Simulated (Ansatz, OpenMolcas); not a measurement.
## C2H6S2 (SMILES CSSC): from total energies to a heat of formation

C2H6S2: 10 atoms, total charge 0, spin state singlet. As SMILES, `CSSC`. The coordinates come from a PBE0-D4/def2-TZVP relaxation. This is one conformer, not always the lowest.

Total energies at B3LYP/6-31G* (spherical functions) (OpenMolcas 26.06); the atoms run unrestricted:

```tsv
species	state	energy (Eh)
C2H6S2	singlet	-876.198509
C	triplet	-37.844694
S	triplet	-398.101916
H	doublet	-0.500273
```

Harmonic wavenumbers at PBE0-D4/def2-TZVP, in cm⁻¹: 105, 147, 157, 237, 268, 531, 715, 718, 959, 964, 971, 971, 1332, 1339, 1447, 1453, 1466, 1470, 3054, 3056, 3145, 3145, 3161, 3161.

Measured heats of formation of the gaseous atoms at 298.15 K, in kJ/mol: C 716.9, S 277.0, H 218.0. Spin-orbit lowering of the atoms at 298 K (mean of the ground term's levels less their thermal mean, from spectra), in kJ/mol: C 0.02, S 1.88. Take 1 Eh = 2625.50 kJ/mol, 1 cm⁻¹ = 0.0119627 kJ/mol, RT = 2.479 kJ/mol.

Q: What heat of formation follows?

A: 
1. Electronic atomisation energy: 2 × (-37.844694) + 2 × (-398.101916) + 6 × (-0.500273) − (-876.198509) = 1.303651 Eh = 3422.7 kJ/mol.
2. Zero-point energy: half the sum of the wavenumbers, 16986 cm⁻¹ = 203.2 kJ/mol.
3. Thermal vibrational enthalpy, Σ hcν̃/(exp(hcν̃/kT) − 1): 9.4 kJ/mol. Translation, rotation and pV of a non-linear molecule: 4 RT = 9.9 kJ/mol.
4. The 10 free atoms carry 5/2 RT each: 62.0 kJ/mol.
5. Spin-orbit coupling lowers the free atoms by 2 × 0.02 + 2 × 1.88 = 3.8 kJ/mol.
6. Atomisation enthalpy at 298 K: 3422.7 − 3.8 − 203.2 − 9.4 − 9.9 + 62.0 = 3258.4 kJ/mol.
7. Sum of the atoms' heats of formation: 3295.8 kJ/mol. Heat of formation: 3295.8 − 3258.4 = +37.4 kJ/mol.

The tabulated value is -24.7 kJ/mol (CRC Handbook of Chemistry and Physics), so this level is off by +62.1 kJ/mol, or 1.9 % of the atomisation enthalpy. Anharmonicity and any spin-orbit splitting of the molecule are left out.
